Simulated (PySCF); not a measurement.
Species: isovaleronitrile, C5H9N.
SMILES with atom numbers: `[CH3:1][CH:2]([CH3:3])[CH2:4][C:5]#[N:6]` (hydrogens: H7, H8, H9 on C1; H10 on C2; H11, H12, H13 on C3; H14, H15 on C4)

Method: PBE0-D3(BJ)/def2-SVP geometry optimisation, gas phase in PySCF 2.14.0; density fitting, grid level 1; the optimiser is geomeTRIC in internal coordinates, started from an MMFF94s structure.

Step 0: E = -6808.7130 eV
```
atom  x, y, z in Å  |  force x, y, z in eV/Å
C1     -1.4301   -0.3408   -0.4213    0.337   0.102  -0.164
C2     -0.0641    0.3471   -0.4693   -0.464   0.083   0.508
C3      0.0577    1.3829    0.6504    0.096  -0.170  -0.328
C4      1.0981   -0.6606   -0.4621   -0.284   0.083   0.262
C5      1.1653   -1.4775    0.7586    0.089  -0.013  -0.099
N6      1.2212   -2.1239    1.7206   -0.072   0.239  -0.294
H7     -1.5255   -1.0728   -1.2301   -0.073  -0.172  -0.134
H8     -1.5920   -0.8590    0.5295    0.032  -0.126   0.202
H9     -2.2342    0.3935   -0.5404   -0.113   0.122  -0.006
H10    -0.0080    0.8909   -1.4219    0.160  -0.010  -0.204
H11     1.0291    1.8867    0.6100    0.185   0.126   0.051
H12    -0.0501    0.9273    1.6402    0.009  -0.152   0.187
H13    -0.7189    2.1490    0.5510   -0.129   0.103  -0.016
H14     1.0066   -1.3229   -1.3316    0.011  -0.226  -0.056
H15     2.0448   -0.1201   -0.5837    0.215   0.011   0.091
```

Step 1: E = -6808.7263 eV
```
atom  x, y, z in Å  |  force x, y, z in eV/Å
C1     -1.4090   -0.3610   -0.3949    0.017  -0.061   0.088
C2     -0.0657    0.3571   -0.4662   -0.086   0.117  -0.076
C3      0.0719    1.4138    0.6218    0.046   0.044   0.040
C4      1.1144   -0.6307   -0.4458   -0.050  -0.011  -0.155
C5      1.0954   -1.5116    0.7153   -0.008   0.058  -0.023
N6      1.0138   -2.2143    1.6307    0.053  -0.031   0.091
H7     -1.5093   -1.1265   -1.1815    0.015   0.042   0.008
H8     -1.5314   -0.8649    0.5787    0.001  -0.003  -0.040
H9     -2.2410    0.3509   -0.5058    0.027   0.004  -0.018
H10    -0.0108    0.8719   -1.4427    0.062  -0.045   0.016
H11     1.0046    1.9910    0.5085   -0.037  -0.035   0.004
H12     0.0801    0.9593    1.6264   -0.028  -0.017  -0.024
H13    -0.7676    2.1248    0.5801    0.012  -0.010   0.024
H14     1.0797   -1.2721   -1.3426    0.023   0.002   0.005
H15     2.0747   -0.0877   -0.4820   -0.047  -0.055   0.059
```

Q: Estimate the geometry and energy of step 2. (The exact step hangs on the optimiser's Hessian estimate; all steps are aligned on step 1, rigid shifts and turns removed.)

A: E = -6808.7324 eV, largest force 0.061 eV/Å
```
atom  x, y, z in Å  |  force x, y, z in eV/Å
C1     -1.4145   -0.3558   -0.4026    0.001  -0.021   0.011
C2     -0.0707    0.3585   -0.4720   -0.030   0.040  -0.011
C3      0.0722    1.4040    0.6269    0.016  -0.001   0.011
C4      1.1035   -0.6365   -0.4538    0.000   0.001  -0.032
C5      1.1060   -1.4946    0.7257   -0.056  -0.024  -0.002
N6      1.0532   -2.1753    1.6605    0.045   0.022   0.017
H7     -1.5142   -1.1123   -1.1965   -0.006   0.008  -0.011
H8     -1.5408   -0.8679    0.5650    0.010  -0.002  -0.006
H9     -2.2416    0.3612   -0.5122   -0.005  -0.001  -0.003
H10    -0.0065    0.8726   -1.4472    0.025  -0.004   0.006
H11     1.0102    1.9718    0.5247    0.001  -0.006   0.005
H12     0.0700    0.9337    1.6237   -0.012  -0.007  -0.005
H13    -0.7601    2.1230    0.5942   -0.001  -0.002   0.002
H14     1.0706   -1.2867   -1.3440   -0.011  -0.003   0.021
H15     2.0625   -0.0956   -0.4924    0.022   0.000  -0.001
```

The energy changes by -0.0060 eV. The first-order estimate −F·Δx gives -0.0090 eV and the mean of the old and new forces, exact on a quadratic surface, -0.0061 eV. The step makes an angle of 73° with the force vector and moves no atom by more than 0.063 Å.

What follows is the cost of the whole optimisation. The run took 35 s wall on one thread, AMD EPYC 9R45 (x86_64), on a shared host, and the process peaked at 0.56 GiB of memory.
